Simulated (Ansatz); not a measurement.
Saddle point of AlN2H9, closed shell (AlH₃ + NH₃ + NH₃ → AlNH₄ ([NH2][AlH2]) + NH₃ + H₂; bonds formed: H2–H7, H5–N8; dative contacts that become bonds: Al1–N6; bonds broken: Al1–H2, H5–N6, H7–N8), PBE0-D4/def2-TZVP structure:

```
12
angstrom
Al -0.9021 -0.6655 -1.0956
H 0.5420 0.2936 -1.4465
H -0.4758 -2.0965 -1.6664
H -2.0423 0.2181 -1.7847
H 0.5567 0.4319 1.0704
N -0.9462 -0.5999 0.7744
H 0.9571 0.6177 -0.5879
N 1.3552 0.9478 0.6227
H -0.8564 -1.4966 1.2369
H -1.7661 -0.1543 1.1685
H 2.2526 0.5640 0.8892
H 1.3250 1.9398 0.8191
```

Energies are electronic, without zero-point energy. Barriers and step energies count from the start structure reached by relaxing down the imaginary mode; all methods use the PBE0-D4 structures, on which another method's saddle can fall below an end. Program: Ansatz 0.2.0. Basis: def2-TZVPP, with def2-QZVPP for the basis limit. Cores are frozen in the correlated methods. B3LYP uses VWN-RPA correlation. Extrapolation: Hartree–Fock as exp(−7.88 √X), correlation as X^−2.97.

```csv
method,barrier (kcal/mol),step energy (kcal/mol)
SPW92,15.30,19.12
PBE-D4,19.88,16.27
BLYP-D4,21.35,14.14
r2SCAN-D4,21.30,16.62
B97M-V,25.86,20.19
PBE0-D4,23.32,18.02
B3LYP-D4,24.03,15.81
r2SCAN0-D4,24.08,17.78
BHLYP-D4,?,17.65
CAM-B3LYP-D4,25.34,16.93
wB97X-V,26.64,17.38
wB97M-V,?,16.29
B2PLYP,25.61,15.84
PBE-QIDH,25.90,18.14
RPA on PBE,27.56,17.04
HF,37.56,19.06
MP2,?,15.61
CCSD,29.14,17.44
CCSD(T),27.42,17.04
```

Fill in the withheld barriers. (Judge from chemistry; the value comes from the calculation.)

Computed: MP2 25.80; BHLYP-D4 28.23; wB97M-V 26.37 kcal/mol. Each is the energy of the saddle less that of the start structure, by the same method.

For comparison, the barrier by CCSD(T) at an estimated basis limit (MP2 extrapolated from triple and quadruple zeta, plus CCSD(T) − MP2 in triple zeta) is 26.79 kcal/mol.

T1 diagnostic: at most 0.010. The start structure is not quite a true minimum (one mode of 64i cm⁻¹). The end structure is not quite a true minimum (one mode of 36i cm⁻¹).

The step is the kind of exchange with an N–H group that builds nitride films in atomic layer and chemical vapour deposition.

Labels in which every atom is bracketed show which atoms are joined, not bond orders.

For scale, one of the runs: CCSD(T)/def2-TZVPP, 230 basis functions (an equivalent command: `ansatz run in.yaml --threads 4`). The run took 56 s on 4 CPU threads (shared host), with 3.9 GiB of host memory at its peak.
